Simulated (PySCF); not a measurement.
methylamine (CH5N), SMILES CN. Heavy atoms are numbered as in [CH3:1][NH2:2]. Hydrogens are named by the atom that carries them.

Coordinates come from a PBE0-D3(BJ)/def2-TZVP optimisation.

Method: PBE0/pcSseg-2 (PySCF).

GIAO shieldings, no solvent; atoms alike by connectivity are averaged. δ = σ(ref) − σ: ¹³C against TMS (σ = 186.1 ppm); ¹⁵N against NH3 (σ = 263.3 ppm); ¹H against TMS (σ = 31.54 ppm), references at their B3LYP-D3(BJ)/def2-TZVP geometries, non-relativistic.

```
nucleus     atoms  count  δ (ppm)
-------  --------  -----  -------
¹³C      C1 (CH3)      1     32.7
¹⁵N      N2 (NH2)      1     17.9
¹H        H on C1      3     2.57
¹H        H on N2      2     0.15
```
